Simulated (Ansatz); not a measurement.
# H$_{3}$Si–CH, triplet: vertical spin and charge gaps

Geometry (PBE0/def2-TZVP stationary point for this spin, not checked as a minimum):

```yaml
atoms:
  - { symbol: Si, position_ang: [0.0000, 0.0155, 0.5207] }
  - { symbol: C, position_ang: [0.0000, -0.0679, -1.2849] }
  - { symbol: H, position_ang: [0.0000, 1.4324, 0.9821] }
  - { symbol: H, position_ang: [1.2072, -0.6637, 1.0635] }
  - { symbol: H, position_ang: [-1.2072, -0.6637, 1.0635] }
  - { symbol: H, position_ang: [0.0000, 0.2722, -2.3081] }
```

Basis cc-pVDZ; Ansatz 0.2.0. Only valence electrons are correlated (noble-gas cores frozen). R marks a restricted (for open shells ROHF) determinant, U an unrestricted one.

Gaps are energies of the second state less the first, at fixed atoms, for a selection of the levels run; each method lands on the state that its own search finds for that charge and spin.

Removing an electron, to the doublet: 9.486 eV at UCCSDT(Q).

| level | gap (eV) | error (meV) |
| --- | --- | --- |
| RHF | 9.186 | -300 |
| RMP2 | 9.656 | 170 |
| UMP2 | 9.659 | 173 |
| BCCD(T) | 9.508 | 22 |
| RCCSDT | 9.489 | 3 |
| RCCSDT(Q) | 9.488 | 2 |
| PBE | 9.374 | -112 |
| r2SCAN | 9.657 | 171 |
| wB97M-V | 9.559 | 73 |
| RPA-PBE | 9.424 | -62 |

In so small a basis the reference is far from its limit while semilocal and hybrid functionals are nearer theirs (RPA and double hybrids share much of the reference's basis error), so the functionals' errors here hold much of the reference's basis and frozen-core error, which can add to them or hide them.

Full CI isn't at hand for all of this; UCCSDT(Q) serves as the reference, and is uncertain by about the last step of the cluster series. The frozen core follows each run's orbitals, which can shift R against U totals by a few meV.
